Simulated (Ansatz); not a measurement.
**C4H5F: small, medium and large basis sets**

How large a basis does C4H5F need? Two functionals are run in growing sets.

Program: Ansatz 0.2.0, Gaussian basis. Level of theory: one geometry, several basis sets. These are calculated values, not measurements.

Plan: PBE0-D4/def2-SVP; ωB97M-V/def2-SVP; PBE0-D4/def2-QZVPP; ωB97M-V/def2-QZVPP; the functionals' def2-TZVPP values are taken from earlier runs.

## (1) Structure used throughout

All runs share one geometry, relaxed beforehand with PBE0-D4 in a triple-zeta def2 set.

SMILES `CC1=C(F)C1`, 10 atoms, charge 0, spin multiplicity 1.

Atoms are counted from 1 here; the program's logs count them from 0.

Bond lengths: C1–C2 1.466 Å, C1–H6 1.094 Å, C1–H7 1.094 Å, C1–H8 1.091 Å, C2–C3 1.280 Å, C2–C5 1.550 Å, C3–F4 1.313 Å, C3–C5 1.459 Å, C5–H9 1.093 Å, C5–H10 1.093 Å. Angles: C2–C1–H6 110.7°, C2–C1–H7 110.6°, C2–C1–H8 111.2°, H6–C1–H7 107.2°, H6–C1–H8 108.5°, H7–C1–H8 108.5°, C1–C2–C3 156.5°, C1–C2–C5 142.3°, C3–C2–C5 61.2°, C2–C3–F4 148.6°, C2–C3–C5 68.5°, F4–C3–C5 142.9°, C2–C5–C3 50.3°, C2–C5–H9 119.0°, C2–C5–H10 119.0°, C3–C5–H9 120.4°, C3–C5–H10 120.4°, H9–C5–H10 113.5°.

## (2) PBE0-D4 in def2-SVP

in.yaml reads:

```yaml
crystal:
  periodic: [false, false, false]
  atoms:
    - {symbol: C, position_ang: [-1.416412, -0.454528, -0.159066]}
    - {symbol: C, position_ang: [0.013586, -0.133370, -0.137229]}
    - {symbol: C, position_ang: [1.240254, -0.212932, -0.495048]}
    - {symbol: F, position_ang: [2.148088, -0.755963, -1.272892]}
    - {symbol: C, position_ang: [1.058736, 0.759811, 0.577739]}
    - {symbol: H, position_ang: [-2.009264, 0.438866, -0.375213]}
    - {symbol: H, position_ang: [-1.742261, -0.830359, 0.815078]}
    - {symbol: H, position_ang: [-1.639277, -1.209739, -0.914349]}
    - {symbol: H, position_ang: [1.352765, 0.515673, 1.601920]}
    - {symbol: H, position_ang: [1.076884, 1.831339, 0.362060]}
basis:
  gaussian: {orbitals: def2-SVP}
hamiltonian: {xc: pbe0, dispersion: d4}
output: {orbitals: {seedname: orbitals}}
```

On the command line:

```console
> ansatz run in.yaml --threads 2 --pin off --events-out ev --progress --plain --max-ram 4352MiB
```

Standard output:

```text
Functional definition: PBE0
  name "PBE0"
  cite "Adamo & Barone, J. Chem. Phys. 110, 6158 (1999) doi:10.1063/1.478522"
  cite "Perdew, Burke & Ernzerhof, Phys. Rev. Lett. 77, 3865 (1996) doi:10.1103/PhysRevLett.77.3865"
  parent pbe
  parameter a = 0.25
  parameter kappa = 0.804
  parameter beta = 0.06672455060314922
  exchange = (1 - a)*pbe_x(kappa = kappa, mu = beta*pi^2/3) + a*exact_x
  correlation = pbe_c(beta = beta)
1070 factors; their error is unknown
mean field evaluation 1: about -6925.4500 eV, gradient 4.7e1 eV
mean field evaluation 2: about -6923.8124 eV, gradient 5.3e1 eV
mean field evaluation 4: about -6930.8481 eV, gradient 2.0e0 eV
mean field evaluation 8: about -6930.8568 eV, gradient 4.0e-2 eV
mean field evaluation 16: about -6930.8479 eV, gradient 3.8e-5 eV
mean field -6930.84786162 eV, -254.7039610170 hartree, gradient 3.8e-5 eV, S^2 0.000000; 0 other end points of the search recorded, 0 dependent functions left out
reference -6930.84788316 eV, -254.7039618089 hartree; 19, 19 occupied and 76, 76 virtual orbitals, 1070 factors
Total energy: -6930.98083989 eV, -254.7088478784 hartree
```

It took 1.3 s on 2 threads of Arm Neoverse V1, shared host.

## (3) ωB97M-V in def2-SVP

Changes to in.yaml since step 2:

```diff
@@ -15,3 +15,3 @@
   gaussian: {orbitals: def2-SVP}
-hamiltonian: {xc: pbe0, dispersion: d4}
+hamiltonian: {xc: {name: wB97M-V}}
 output: {orbitals: {seedname: orbitals}}
```

Launched as before.

Standard output:

```text
Functional definition: wB97M-V
  name "wB97M-V"
  cite "Mardirossian & Head-Gordon, J. Chem. Phys. 144, 214110 (2016) doi:10.1063/1.4952647"
  cite "Becke, J. Chem. Phys. 107, 8554 (1997) doi:10.1063/1.475007"
  cite "Vydrov & Van Voorhis, J. Chem. Phys. 133, 244103 (2010) doi:10.1063/1.3521275"
  # Of w^i u^j: cxij and so on, Table III.
  parameter omega = 0.3/bohr
  parameter cx = 0.15
  parameter cx01 = 1.007
  parameter cx10 = 0.259
  parameter css00 = 0.443
  parameter css04 = -1.437
  parameter css10 = -4.535
  parameter css20 = -3.390
  parameter css43 = 4.278
  parameter cos00 = 1.000
  parameter cos10 = 1.358
  parameter cos20 = 2.924
  parameter cos21 = -8.812
  parameter cos60 = -1.390
  parameter cos61 = 9.142
  parameter b = 6.0
  parameter c = 0.01
  gx(w, u) = 1 - cx + cx01*u + cx10*w
  gss(w, u) = css00 + css04*u^4 + css10*w + css20*w^2 + css43*w^4*u^3
  gos(w, u) = cos00 + cos10*w + (cos20 + cos21*u)*w^2 + (cos60 + cos61*u)*w^6
  exchange = spin_sum(e_x_unif_sr(omega)*gx(b97_w, b97_u_x)) + cx*exact_x_sr(omega) + exact_x_lr(omega)
  correlation = spin_sum(e_c_pw_mod_same_spin*gss(b97_w, b97_u_same))
      + integral(e_c_pw_mod_opposite_spin*gos(b97_w_opposite, b97_u_opposite)) + vv10(b, c)
1070 factors; their error is unknown
242 factors; integrals over basis functions are off by at most 8.3e-6 eV
mean field evaluation 1: about -6932.7688 eV, gradient 3.4e1 eV
mean field evaluation 2: about -6934.1886 eV, gradient 2.5e1 eV
mean field evaluation 4: about -6935.6128 eV, gradient 1.6e0 eV
mean field evaluation 8: about -6935.6231 eV, gradient 1.3e-1 eV
mean field evaluation 16: about -6935.5923 eV, gradient 3.7e-4 eV
mean field -6935.59234843 eV, -254.8783176914 hartree, gradient 1.3e-5 eV, S^2 0.000000; 0 other end points of the search recorded, 0 dependent functions left out
reference -6935.59238330 eV, -254.8783189728 hartree; 19, 19 occupied and 76, 76 virtual orbitals, 1070 factors
Total energy: -6935.59238330 eV, -254.8783189728 hartree
```

Run time: 5.5 s. Hardware: 2 threads of Arm Neoverse V1, shared host.

## (4) PBE0-D4 in def2-QZVPP

Changes to in.yaml since step 3:

```diff
@@ -14,4 +14,4 @@
 basis:
-  gaussian: {orbitals: def2-SVP}
-hamiltonian: {xc: {name: wB97M-V}}
+  gaussian: {orbitals: "def2-QZVPP.json"}
+hamiltonian: {xc: pbe0, dispersion: d4}
 output: {orbitals: {seedname: orbitals}}
```

The command is unchanged.

Standard output:

```text
Functional definition: PBE0
  name "PBE0"
  cite "Adamo & Barone, J. Chem. Phys. 110, 6158 (1999) doi:10.1063/1.478522"
  cite "Perdew, Burke & Ernzerhof, Phys. Rev. Lett. 77, 3865 (1996) doi:10.1103/PhysRevLett.77.3865"
  parent pbe
  parameter a = 0.25
  parameter kappa = 0.804
  parameter beta = 0.06672455060314922
  exchange = (1 - a)*pbe_x(kappa = kappa, mu = beta*pi^2/3) + a*exact_x
  correlation = pbe_c(beta = beta)
1185 factors; their error is unknown
mean field evaluation 1: about -6930.2467 eV, gradient 6.3e1 eV
mean field evaluation 2: about -6925.9630 eV, gradient 7.3e1 eV
mean field evaluation 4: about -6939.0237 eV, gradient 4.3e0 eV
mean field evaluation 8: about -6939.0626 eV, gradient 3.5e-1 eV
mean field evaluation 16: about -6939.0627 eV, gradient 3.6e-5 eV
mean field -6939.06269002 eV, -255.0058503928 hartree, gradient 3.6e-5 eV, S^2 0.000000; 0 other end points of the search recorded, 0 dependent functions left out
reference -6939.06272648 eV, -255.0058517325 hartree; 19, 19 occupied and 416, 416 virtual orbitals, 1185 factors
Total energy: -6939.19568320 eV, -255.0107378020 hartree
```

Wall time 9.5 s (2 threads of Arm Neoverse V1, shared host); peak memory 1.1 GiB.

## (5) ωB97M-V in def2-QZVPP

Changes to in.yaml since step 4:

```diff
@@ -15,3 +15,3 @@
   gaussian: {orbitals: "def2-QZVPP.json"}
-hamiltonian: {xc: pbe0, dispersion: d4}
+hamiltonian: {xc: {name: wB97M-V}}
 output: {orbitals: {seedname: orbitals}}
```

Launched as before.

Standard output:

```text
Functional definition: wB97M-V
  name "wB97M-V"
  cite "Mardirossian & Head-Gordon, J. Chem. Phys. 144, 214110 (2016) doi:10.1063/1.4952647"
  cite "Becke, J. Chem. Phys. 107, 8554 (1997) doi:10.1063/1.475007"
  cite "Vydrov & Van Voorhis, J. Chem. Phys. 133, 244103 (2010) doi:10.1063/1.3521275"
  # Of w^i u^j: cxij and so on, Table III.
  parameter omega = 0.3/bohr
  parameter cx = 0.15
  parameter cx01 = 1.007
  parameter cx10 = 0.259
  parameter css00 = 0.443
  parameter css04 = -1.437
  parameter css10 = -4.535
  parameter css20 = -3.390
  parameter css43 = 4.278
  parameter cos00 = 1.000
  parameter cos10 = 1.358
  parameter cos20 = 2.924
  parameter cos21 = -8.812
  parameter cos60 = -1.390
  parameter cos61 = 9.142
  parameter b = 6.0
  parameter c = 0.01
  gx(w, u) = 1 - cx + cx01*u + cx10*w
  gss(w, u) = css00 + css04*u^4 + css10*w + css20*w^2 + css43*w^4*u^3
  gos(w, u) = cos00 + cos10*w + (cos20 + cos21*u)*w^2 + (cos60 + cos61*u)*w^6
  exchange = spin_sum(e_x_unif_sr(omega)*gx(b97_w, b97_u_x)) + cx*exact_x_sr(omega) + exact_x_lr(omega)
  correlation = spin_sum(e_c_pw_mod_same_spin*gss(b97_w, b97_u_same))
      + integral(e_c_pw_mod_opposite_spin*gos(b97_w_opposite, b97_u_opposite)) + vv10(b, c)
1185 factors; their error is unknown
313 factors; integrals over basis functions are off by at most 6.6e-6 eV
mean field evaluation 1: about -6939.1564 eV, gradient 4.8e1 eV
mean field evaluation 2: about -6941.2942 eV, gradient 3.6e1 eV
mean field evaluation 4: about -6944.0648 eV, gradient 2.3e0 eV
mean field evaluation 8: about -6944.0830 eV, gradient 6.2e-2 eV
mean field evaluation 16: about -6944.0796 eV, gradient 1.2e-4 eV
mean field -6944.07958635 eV, -255.1902179320 hartree, gradient 2.9e-5 eV, S^2 0.000000; 0 other end points of the search recorded, 0 dependent functions left out
reference -6944.07964455 eV, -255.1902200710 hartree; 19, 19 occupied and 416, 416 virtual orbitals, 1185 factors
Total energy: -6944.07964455 eV, -255.1902200710 hartree
```

It took 24 s on 2 threads of Arm Neoverse V1, shared host; peak memory 1.3 GiB.

## (6) Functionals by basis

The def2-TZVPP values come from earlier runs at the same geometry.

| functional | basis | functions | energy (eV) | from the largest (eV) | HOMO (eV) | LUMO (eV) |
| --- | --- | --- | --- | --- | --- | --- |
| PBE0-D4 | def2-SVP | 95 | -6930.9808 | 8.215 | -6.83 | 1.09 |
| PBE0-D4 | def2-TZVPP | 225 | -6938.8264 | 0.369 | -6.86 | 0.97 |
| PBE0-D4 | def2-QZVPP | 435 | -6939.1957 | 0.000 | -6.88 | 0.60 |
| ωB97M-V | def2-SVP | 95 | -6935.5924 | 8.487 | -9.03 | 3.34 |
| ωB97M-V | def2-TZVPP | 225 | -6943.7325 | 0.347 | -9.07 | 2.64 |
| ωB97M-V | def2-QZVPP | 435 | -6944.0796 | 0.000 | -9.09 | 1.70 |

## (7) Results

```
                                       quantity          value
PBE0-D4: double and triple zeta above quadruple  8.21, 0.37 eV
ωB97M-V: double and triple zeta above quadruple  8.49, 0.35 eV
```

PBE0-D4 gains 7.85 eV from double to triple zeta, then 0.37 eV more. These are total energies; as a rule much of such shifts cancels in differences, which this series doesn't test. The LUMO of ωB97M-V is positive and keeps falling with the basis (3.34 to 1.70 eV): an unbound level that the basis holds in place.

For PBE0-D4 the largest set took about 7 times as long as the smallest (9.5 s against 1.3 s).
